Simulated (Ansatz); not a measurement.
# CH3BS: the cost of one run

Computed with Ansatz 0.2.0 through its Python package. Level of theory: r2SCAN/def2-SVPD.

**1. The system**

Bond lengths: B1–C2 1.530 Å, C2–S3 1.408 Å, B1–H4 1.128 Å, B1–H5 1.247 Å, C2–H6 1.103 Å. Angles: B1–C2–S3 117.6°, B1–C2–H6 121.8°, S3–C2–H6 120.6°, C2–B1–H4 123.1°, C2–B1–H5 118.0°, H4–B1–H5 118.8°.

The script holds or builds the structure itself.

**2. The code**

ch3bs.py reads:

```python
import ansatz as az

FIRST = [
    ("B", (-0.5908, -0.2339, -0.4357)),
    ("C", (0.5609, 0.2776, 0.4313)),
    ("S", (1.4482, -0.6753, 0.966)),
    ("H", (-0.7415, -1.3252, -0.6799)),
    ("H", (-1.3839, 0.6038, -0.9096)),
    ("H", (0.7072, 1.3531, 0.6279)),
]
SECOND = [
    ("B", (-2.7929, -1.3657, 1.3342)),
    ("C", (-3.6832, -1.0662, 2.5414)),
    ("S", (-5.0553, -0.8595, 2.3051)),
    ("H", (-3.1895, -1.4501, 0.2811)),
    ("H", (-1.5753, -1.5458, 1.5347)),
    ("H", (-3.2774, -1.0225, 3.5662)),
]

def energy(atoms, ghosts=()):
    molecule = az.Crystal.molecule()
    for symbol, xyz in atoms:
        molecule = molecule.atom(symbol, xyz)
    calc = (
        molecule.calculation()
        .basis(gaussian="def2-SVPD")
        .functional("r2SCAN")
    )
    deck = calc.input()
    if ghosts:
        deck = deck.set(az.key.basis.gaussian.ghost_atoms, [{"symbol": s, "position_ang": list(xyz)} for s, xyz in ghosts])
    return az.Session.from_dict(deck).plan().execute().report["free_energy_ev"]


def main() -> None:
    both = energy(FIRST + SECOND)
    alone = energy(FIRST) + energy(SECOND)
    ghosted = energy(FIRST, SECOND) + energy(SECOND, FIRST)
    print(f"dimer {both:.6f} eV")
    print(f"interaction, uncorrected   {96.485332 * (both - alone):8.3f} kJ/mol")
    print(f"interaction, counterpoise  {96.485332 * (both - ghosted):8.3f} kJ/mol")
    print(f"basis-set superposition    {96.485332 * (alone - ghosted):8.3f} kJ/mol")


if __name__ == "__main__":
    main()
```

**3. Launch**

The run is started by

```console
> python ch3bs.py
```

**Question.** How long does this script take on 1 thread of Intel Xeon Platinum 8375C at 2.90GHz (Ice Lake), shared host, and how much memory does it need?

About 38 s, with a peak of 0.39 GiB.
